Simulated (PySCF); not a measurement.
CCl₄, SMILES ClC(Cl)(Cl)Cl.

Geometry: B3LYP-D3(BJ)/def2-SVP.

Two levels are set side by side: PBE/def2-TZVP (PySCF) and r2SCAN/def2-TZVP (PySCF). Same geometry, gas phase. Differences are taken from unrounded values.

| quantity | r2SCAN | PBE | PBE minus r2SCAN |
|---|---|---|---|
| orbital gap (eV) | 5.27 | 4.85 | -0.42 |
| highest occupied level (eV) | -8.02 | -7.64 | 0.39 |
| lowest empty level (eV) | -2.76 | -2.79 | -0.04 |
| mean polarisability (bohr³) | 61.1 | 62.4 | 1.2 |

Rough cost on one machine, each run with all the roots and properties that it gave: r2SCAN against PBE about 4 times.
